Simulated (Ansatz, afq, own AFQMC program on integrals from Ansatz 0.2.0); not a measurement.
# AlNH₄, triplet in cc-pVTZ, levels against AFQMC with the constraint released

```xyz
6

Al   -1.0010    0.0225    0.0000
H    -1.7939    1.3959    0.0000
H    -1.7939   -1.3509    0.0000
H     0.7820    0.0225    0.0000
N     1.9690    0.0225    0.0000
H     2.2381   -0.9817    0.0000
```

Connectivity, by distances: AlH2 ··· NH, 1 bridging H.

Basis cc-pVTZ. Noble-gas cores (and the filled d shells of Ga–Kr and In–Xe) are frozen. Ansatz 0.2.0 and our own AFQMC program on the same integrals; the CISD trial comes from CCSD amplitudes, and released means the phaseless constraint is let go. ± is one standard error of the sampling.

Determinant: UHF, the one that the program's search chose, which needn't be the lowest solution. The geometry is a point of a scan.

No full CI on the walks' own integrals is used here. The released AFQMC energy serves as the reference, which it does only where one determinant dominates, the energy is flat over the last release times and near the phaseless one (40 meV or 2 meV an electron, half that with transition metals). On small molecules, where full CI could be run and the noise was under 10 meV, such values lay within 10 meV of it in 19 cases of 20, a flattering rate, since the rule was set on those same cases; what remains of the bias isn't in the error bar.

Cautions: lower spins were not checked; the released value is read at 2.40 1/Eh with a noise of 11 meV, more than in the cases checked (meV from the phaseless value at times in 1/Eh: -4 ± 6 at 0.24, 2 ± 9 at 0.51, -13 ± 5 at 0.99, -12 ± 7 at 1.62, -19 ± 11 at 2.40).

* T1 diagnostic: 0.0173
* weight of the determinant in the CISD state: 0.875
* ⟨S²⟩ of the determinant: 2.039
* size of the correlated space: 12 electrons in 114 orbitals

Reference: AFQMC with the constraint released, correlation energy -8.504 ± 0.011 eV.

```json
{"level": "HF", "E − E(reference) (kJ/mol)": "820.5 ± 1.0", "share of correlation (%)": "0.00"}
{"level": "MP2", "E − E(reference) (kJ/mol)": "129.8 ± 1.0", "share of correlation (%)": "84.19"}
{"level": "CCSD", "E − E(reference) (kJ/mol)": "28.7 ± 1.0", "share of correlation (%)": "96.50"}
{"level": "CCSD(T)", "E − E(reference) (kJ/mol)": "4.9 ± 1.0", "share of correlation (%)": "99.40"}
{"level": "ph-AFQMC/HF", "E − E(reference) (kJ/mol)": "3.9 ± 2.9", "share of correlation (%)": "99.53"}
{"level": "ph-AFQMC/CISD", "E − E(reference) (kJ/mol)": "1.9 ± 1.2", "share of correlation (%)": "99.77"}
```

A walk keeps the symmetry of its determinant, which the program's search chose and which needn't be the lowest solution, so a lower state of the same spin and another symmetry isn't excluded. Released energies are given only where the last usable release times agree within the noise; a slower fall can still hide under it.
